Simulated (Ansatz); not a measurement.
1T (CdI2-type) PtSe2 was calculated with PBE (plane waves, PAW; Ansatz, an electronic-structure program).

### Question
Give the computed interlayer binding energy, layer repeat distance and gap between the layers.

### Answer

- interlayer binding energy = 0.8 meV/Å²
- layer repeat distance = 6.471 Å
- gap between the layers = 3.858 Å

Note: the cell comes from a level without a dispersion term, which matters for the spacing of layers, chains or molecules; the cell has widely spaced layers and the level no dispersion term, so their spacing and the moduli can rest on weak binding.

Spin–orbit coupling is not included.
